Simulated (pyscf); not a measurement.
This saddle point was located with ωB97X-D3(BJ)/def2-SVP in PySCF.

```xyz
12

C     -2.6040     0.0547    -0.1628
O     -1.1488    -0.8213    -0.0888
Si     0.3358     0.0059    -0.2862
H     -1.9463     0.9335     1.8241
H     -3.2375    -0.6692    -0.6949
H     -2.3596     0.8944    -0.8338
H      1.2994    -0.5260     0.7076
H      0.7867    -0.3194    -1.6664
H      0.1422     1.4716    -0.1581
O     -1.1093     0.7839     2.3051
H     -1.7028    -0.4788     0.7807
H     -1.3791     0.3395     3.1180
```

Surface: singlet, charge 0. Lowest wavenumbers (cm⁻¹): 1274i, 58, 143, 183, 213.

Problem. Which two sides does it connect, and which bonds change?

Solution. H₃C–O–SiH₃ (SMILES CO[SiH3]) + H₂O (SMILES O) <-> H₃C–O–SiH₃ (SMILES CO[SiH3]) + H₂O (SMILES O), an exchange assisted by a bridging atom read from left to right: C–H, H–O broken and C–H, H–O formed. At ωB97M-D3(BJ)/def2-TZVP it lies +339.7 kJ/mol from the left side and +339.7 kJ/mol from the right (each side as separated species at their lowest minima found). On the reactant side the descent ends in a complex, 17.9 kJ/mol under the separated species and 368.3 kJ/mol under the saddle at ωB97X-D3(BJ)/def2-TZVP. On the product side the descent ends in a complex (not fully relaxed), 18.5 kJ/mol under the separated species and 368.9 kJ/mol under the saddle at ωB97X-D3(BJ)/def2-TZVP. At the saddle there is also a short H–O contact that neither side keeps, so another atom assists the step. At ωB97X-D3(BJ) the barrier from the zero used here is 350.4 kJ/mol. H₃C–O–SiH₃ lies 99.2 kJ/mol over its isomer H₃C–SiH₂–OH (electronic energy, ωB97M-D3(BJ)). One saddle was located; it need not be the lowest between these sides.
